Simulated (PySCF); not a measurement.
**AlNH3 (SMILES [NH2][AlH]): UPBE0/STO-3G**

Aim: the vertical doublet–quartet gap of AlNH3 at UPBE0/STO-3G, from 2 runs. Input form: a Python script.

The results are computed with PySCF 2.14.0.

11 further runs of the same task are left out: 11 set aside as unsound or not needed.

**1. The molecule**

The species is AlNH3 (5 atoms), meant as a doublet with charge 0. As SMILES, `[NH2][AlH]`. The shape is that of a PBE0-D4/def2-TZVP optimisation. This is one conformer, not always the lowest.

Bond lengths: N1–Al2 1.774 Å, N1–H3 1.007 Å, N1–H4 1.009 Å, Al2–H5 1.604 Å. Angles: N1–Al2–H5 115.7°, Al2–N1–H3 125.4°, Al2–N1–H4 124.3°, H3–N1–H4 110.2°.

**2. The energy at UPBE0/STO-3G**

run.py

```python
# [NH2][AlH]
from pyscf import gto, dft

mol = gto.M(
    atom='''
N     -0.116600    -0.660800     0.175100
Al     0.836600     0.833900     0.120800
H      0.148500    -1.505300     0.655500
H     -1.010300    -0.782800    -0.277400
H      0.191800     2.041400    -0.715400
''',
    max_memory=1860,
    basis='sto-3g',
    verbose=4,
    spin=1,
)

mf = dft.UKS(mol, xc='pbe0')
mf.conv_tol = 1e-10
mf.grids.level = 5
mf.kernel()
if not mf.converged:
    mf = mf.newton().run(mf.mo_coeff, mf.mo_occ)

energy = mf.e_tot
print('Final energy', energy)
```

On the command line:

```bash
$ OMP_NUM_THREADS=1 python run.py
```

The log of the run:

```text
PySCF version 2.14.0

[INPUT] num. atoms = 5
[INPUT] num. electrons = 23
[INPUT] charge = 0
[INPUT] spin (= nelec alpha-beta = 2S) = 1
[INPUT] symmetry False subgroup None
[INPUT] Mole.unit = angstrom
[INPUT] Symbol           X                Y                Z      unit          X                Y                Z       unit  Magmom
[INPUT]  1 N     -0.116600000000  -0.660800000000   0.175100000000 AA   -0.220342066124  -1.248731023113   0.330891044411 Bohr   0.0
[INPUT]  2 Al     0.836600000000   0.833900000000   0.120800000000 AA    1.580944875811   1.575842615275   0.228278915847 Bohr   0.0
[INPUT]  3 H      0.148500000000  -1.505300000000   0.655500000000 AA    0.280624329498  -2.844604735308   1.238715474652 Bohr   0.0
[INPUT]  4 H     -1.010300000000  -0.782800000000  -0.277400000000 AA   -1.909190303648  -1.479277610310  -0.524210026954 Bohr   0.0
[INPUT]  5 H      0.191800000000   2.041400000000  -0.715400000000 AA    0.362449470692   3.857686910687  -1.351910069514 Bohr   0.0

nuclear repulsion = 46.2350920559399
number of shells = 11
number of NR pGTOs = 51
number of NR cGTOs = 17
basis = sto-3g
ecp = {}

******** <class 'pyscf.dft.uks.UKS'> ********
method = UKS
initial guess = minao
damping factor = 0
level_shift factor = 0
DIIS = <class 'pyscf.scf.diis.CDIIS'>
diis_start_cycle = 1
diis_space = 8
diis_damp = 0
SCF conv_tol = 1e-10
SCF conv_tol_grad = None
SCF max_cycles = 50
direct_scf = True
direct_scf_tol = 1e-13
number electrons alpha = 12  beta = 11
XC library pyscf.dft.libxc version 7.0.0
    S. Lehtola, C. Steigemann, M. J.T. Oliveira, and M. A.L. Marques.,  SoftwareX 7, 1–5 (2018)
XC functionals = pbe0
radial grids:
    Treutler-Ahlrichs [JCP 102, 346 (1995); DOI:10.1063/1.469408] (M4) radial grids

becke partition: Becke, JCP 88, 2547 (1988); DOI:10.1063/1.454033
pruning grids: <function nwchem_prune>
grids dens level: 5
symmetrized grids: False
atomic radii adjust function: <function treutler_atomic_radii_adjust>
small_rho_cutoff = 0
Set gradient conv threshold to 1e-05
tot grids = 155784
init E= -294.92474725188
[... the frontier-level lines of each cycle are left out ...]


cycle= 1 E= -294.994929899199  delta_E= -0.0702  |g|= 0.357  |ddm|= 1.95
cycle= 2 E= -294.893489065797  delta_E= 0.101  |g|= 0.552  |ddm|= 1.22
cycle= 3 E= -295.08315361797  delta_E= -0.19  |g|= 0.0214  |ddm|= 0.756
cycle= 4 E= -295.083727727804  delta_E= -0.000574  |g|= 0.00315  |ddm|= 0.0668
cycle= 5 E= -295.083743207116  delta_E= -1.55e-05  |g|= 0.000724  |ddm|= 0.0117
cycle= 6 E= -295.083744200126  delta_E= -9.93e-07  |g|= 0.000331  |ddm|= 0.00281
cycle= 7 E= -295.08374437368  delta_E= -1.74e-07  |g|= 9.32e-05  |ddm|= 0.00106
cycle= 8 E= -295.083744399077  delta_E= -2.54e-08  |g|= 2.08e-05  |ddm|= 0.000527
cycle= 9 E= -295.083744399632  delta_E= -5.56e-10  |g|= 1.44e-06  |ddm|= 6.44e-05
cycle= 10 E= -295.083744399638  delta_E= -5.12e-12  |g|= 3.38e-07  |ddm|= 6.77e-06
Extra cycle  E= -295.083744399638  delta_E= -6.82e-13  |g|= 1.66e-07  |ddm|= 1.12e-06
converged SCF energy = -295.083744399638  <S^2> = 0.75283494  2S+1 = 2.0028329
Final energy -295.08374439963825
```

Run time: 3.6 s. Hardware: 1 thread of Arm Neoverse V1, shared host; peak memory 0.19 GiB.

**3. The quartet, same level**

run.py

```python
from pyscf import gto, dft

mol = gto.Mole()
mol.atom = [
    ('N', (-0.116600, -0.660800, 0.175100)),
    ('Al', (0.836600, 0.833900, 0.120800)),
    ('H', (0.148500, -1.505300, 0.655500)),
    ('H', (-1.010300, -0.782800, -0.277400)),
    ('H', (0.191800, 2.041400, -0.715400)),
]
mol.basis = 'sto-3g'
mol.verbose = 3
mol.spin = 3
mol.max_memory = 1860
mol.charge = 0
mol.build()

mf = dft.UKS(mol, xc='pbe0')
mf.conv_tol = 1e-10
mf.grids.level = 5
mf.kernel()
if not mf.converged:
    mf = mf.newton().run(mf.mo_coeff, mf.mo_occ)

e_tot = mf.e_tot
print('Final energy', e_tot)
```

On the command line:

```bash
$ OMP_NUM_THREADS=1 python run.py
```

The log of the run:

```text
WARN: HOMO 0.0965726479549459 >= LUMO -0.314194300086656

WARN: HOMO 0.187026581218825 >= LUMO -0.0911321175321589

WARN: HOMO 0.173642135893157 >= LUMO -0.0578955950025071

WARN: HOMO 0.155148023856049 >= LUMO -0.0828650996906404

WARN: HOMO 0.158220576583171 >= LUMO -0.0797861999008028

WARN: HOMO 0.159300785325686 >= LUMO -0.0800206626043309

WARN: HOMO 0.158725640391006 >= LUMO -0.0797893314310364

WARN: HOMO 0.158332381910171 >= LUMO -0.0794103207763693

WARN: HOMO 0.158053207394562 >= LUMO -0.0790919579582652

WARN: HOMO 0.157946868311421 >= LUMO -0.0789776816539379

WARN: HOMO 0.157924185851917 >= LUMO -0.0789499971458911

WARN: HOMO 0.157921585608813 >= LUMO -0.0789465443269716

WARN: HOMO 0.157922055160961 >= LUMO -0.0789472280661229

WARN: HOMO 0.157921973371474 >= LUMO -0.0789468810340104

converged SCF energy = -294.812050419205  <S^2> = 3.7520784  2S+1 = 4.0010391
Final energy -294.81205041920464
```

It took 4.5 s on 1 thread of Arm Neoverse V1, shared host; peak memory 0.19 GiB.

**4. Summary of results**

At UPBE0/STO-3G:

| quantity | value |
| --- | --- |
| doublet: total energy | -295.08374 Eh |
| doublet: dipole moment | 1.34 D |
| doublet: HOMO energy (highest over α and β) | -1.24 eV |
| doublet: LUMO energy (lowest over α and β) | 3.24 eV |
| doublet: ⟨S²⟩ | 0.753 |
| quartet: total energy | -294.81205 Eh |
| quartet: dipole moment | 5.01 D |
| quartet: ⟨S²⟩ | 3.752 |
| vertical energy of the quartet above the doublet | 7.393 eV |

**Reading.** At this shape the quartet lies 7.39 eV (170 kcal/mol) above the doublet. In a minimal basis such a difference can be off by several eV, whatever the method. Mulliken charges (doublet) run from -0.62 on N1 to +0.60 on Al2. Mulliken charges (quartet) run from -0.32 on N1 to +0.23 on H3; they depend strongly on the basis.
